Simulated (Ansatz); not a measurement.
A nudged elastic band was laid between two geometries of FH + H5NSi (9 atoms, charge 0, multiplicity 1).

Computed with RKS PBE/def2-SVP in Ansatz 0.2.0.

* movable images: 9
* climbing image: yes
* spring: 5.0 eV/Å²
* optimiser: quadratic models (default)
* start path: through a guess of the saddle point
* force threshold: 0.03 eV/Å
* iteration limit: 60
* end points: relaxed

Initial state:

```xyz
9
Properties=species:S:1:pos:R:3
Si -0.099 0.202 0.106
N 0.079 -0.098 1.859
H -0.800 -0.234 2.374
H 0.640 0.596 2.367
H 1.283 0.313 -0.457
H -0.851 1.474 -0.203
H -0.862 -0.954 -0.460
F 1.352 -2.278 1.179
H 0.918 -1.540 1.634
```

Final state:

```xyz
9
Properties=species:S:1:pos:R:3
Si 0.363 -0.170 -0.336
N -0.109 -0.321 2.309
H -0.994 -0.725 2.643
H 0.067 0.510 2.889
H 0.728 -0.169 -1.806
H 0.465 1.256 0.113
H -1.017 -0.751 -0.259
F 1.529 -1.151 0.305
H 0.630 -0.999 2.541
```

Q: Which bonds break or form, and what moves?

A: Bonds broken: Si1–N2, F8–H9. Bonds formed: Si1–F8, N2–H9. FH + H5NSi becomes FH3Si + H3N.

Q: What energy profile does the band end with?

A: It converged. The highest image is number 2 of 0 to 10, 0.45 eV above the first end and 1.01 eV above the last; the last end lies 0.56 eV below the first. A vibrational analysis at the climbing image gives one clearly imaginary mode, 524i cm⁻¹: a first-order saddle point. The orbitals stay closed-shell, which can raise the energy where a bond breaks towards radicals; this wasn't checked here.

```
image  path coordinate (Å)  energy (eV)  Si1–N2 (Å)  F8–H9 (Å)  Si1–F8 (Å)
    0                 0.00         0.00        1.79       0.97        3.07
    1                 0.51         0.13        1.82       1.01        2.55
    2                 1.03         0.45        1.90       1.24        2.08
    3                 1.56         0.12        2.03       1.74        1.78
    4                 2.10        -0.04        2.16       2.12        1.71
    5                 2.64        -0.19        2.29       2.26        1.69
    6                 3.17        -0.41        2.41       2.38        1.67
    7                 3.71        -0.56        2.52       2.54        1.66
    8                 4.24        -0.56        2.72       2.64        1.65
    9                 4.78        -0.57        2.62       2.48        1.65
   10                 5.32        -0.56        2.69       2.42        1.65
```

Q: What is the geometry of the highest image?

A: 
```xyz
9
Properties=species:S:1:pos:R:3
Si 0.078 -0.102 0.100
N 0.122 -0.171 2.001
H -0.801 -0.231 2.451
H 0.649 0.594 2.443
H 1.387 0.251 -0.538
H -0.692 1.216 -0.033
H -0.876 -1.071 -0.530
F 1.079 -1.811 0.749
H 0.715 -1.196 1.758
```

Q: What are the harmonic wavenumbers there?

A: 524i, 270, 279, 498, 591, 612, 646, 741, 833, 833, 988, 1014, 1057, 1437, 1459, 1860, 2024, 2169, 2203, 3429, 3520 cm⁻¹.

Time of the run: 4.1 min on 1 thread of Arm Neoverse V2, with other jobs on the host, peak memory 0.13 GiB.
